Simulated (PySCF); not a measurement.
Molecule: SMILES C(C)C(=O)Cl, C3H5ClO.

Mapped SMILES: `[CH3:1][CH2:2][C:3](=[O:4])[Cl:5]` (H(Xn): hydrogen on atom n).

Geometry PBE0-D3(BJ)/def2-SVP throughout; GIAO in PySCF 2.14, gas phase, one conformer, non-relativistic; equivalent atoms averaged; functional PBE0.

(1) How do the shifts δ (against TMS, H2O, HCl at the same level) depend on the basis set? (ppm; last column core-seconds on 1 thread of an Arm Neoverse V2, shared host)

(2) Which nucleus moves most, in ppm?

(3) Taking the largest basis, def2-TZVP (191 functions), as the yardstick, rank the others by their worst heavy-atom deviation.

Results:

(1) 
```tsv
basis set	functions	C3	C2	C1	O4	Cl5	H(C2)	H(C1)	core-s
STO-3G	34	120.2	35.9	18.1	477.3	231.8	2.40	1.20	1.8
6-31G	59	175.7	41.9	10.7	563.7	423.4	2.83	1.15	3.5
6-31G*	84	170.1	40.3	10.4	522.1	396.5	2.65	1.00	4.7
def2-SVP	99	177.1	39.2	9.6	546.3	414.6	2.55	0.87	5
6-311+G(2d,p)	173	182.9	43.2	9.8	557.0	455.5	2.96	1.04	10
def2-TZVP	191	185.1	44.0	10.5	568.8	466.1	2.94	1.03	12
```

(2) Cl5 (chlorine bonded to C): from 231.8 ppm with STO-3G to 466.1 ppm with def2-TZVP. The smallest spread is 0.33 ppm, at H(C1). Proton shifts span only some 12 ppm, so a few tenths of a ppm matter as much there as several ppm in carbon.

(3) 6-311+G(2d,p) 11.8 ppm (173 functions), 6-31G 42.7 ppm (59 functions), def2-SVP 51.5 ppm (99 functions), 6-31G* 69.6 ppm (84 functions), STO-3G 234.3 ppm (34 functions).

A small basis that lands close on one nucleus may do so by chance; judge by the trend and by all nuclei.
